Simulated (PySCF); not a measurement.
Geometries of 2 isomers of C3H5F2N, from PBE0-D3(BJ)/def2-SVP geometry optimisation, gas phase (PySCF). One conformer each, no zero-point energy, no frequencies.

Question: Which is lower in electronic energy at this level?
A.
```xyz
11
angstrom
F     -1.816   -0.937    1.008
C     -1.359   -0.111    0.040
F     -2.077   -0.361   -1.077
C      0.092   -0.372   -0.215
C      1.140    0.314    0.566
N      0.826    0.738   -0.785
H     -1.535    0.936    0.344
H      0.289   -1.394   -0.564
H      0.865    1.020    1.358
H      2.063   -0.243    0.760
H      1.519    0.414   -1.456
```
B.
```xyz
11
angstrom
C      1.834   -0.393    0.278
N      0.494   -0.009    0.611
C     -0.376    0.037   -0.301
C     -1.782    0.441    0.027
F     -2.632   -0.552   -0.318
F     -2.117    1.532   -0.699
H      2.116   -1.272    0.879
H      1.990   -0.624   -0.794
H      2.523    0.415    0.574
H     -0.181   -0.200   -1.367
H     -1.890    0.665    1.101
```

Answer: B. That is `C/N=C/C(F)F`, 5.8 kcal/mol below the other.

| SMILES | atoms numbered as above | E (Eh) | relative (kcal/mol) | relative (kJ/mol) | dipole (D) |
| --- | --- | --- | --- | --- | --- |
| C/N=C/C(F)F | [CH3:1]/[N:2]=[CH:3]/[CH:4]([F:5])[F:6] | -371.06957 | 0.0 | 0.0 | 2.21 |
| FC(F)[C@@H]1CN1 | [F:1][CH:2]([F:3])[C@@H:4]1[CH2:5][NH:6]1 | -371.06025 | 5.8 | 24.5 | 2.62 |

As drawn, the lower has a C=N bond, which the higher lacks; the higher has a three-membered ring and an N–H bond, which the lower lacks.
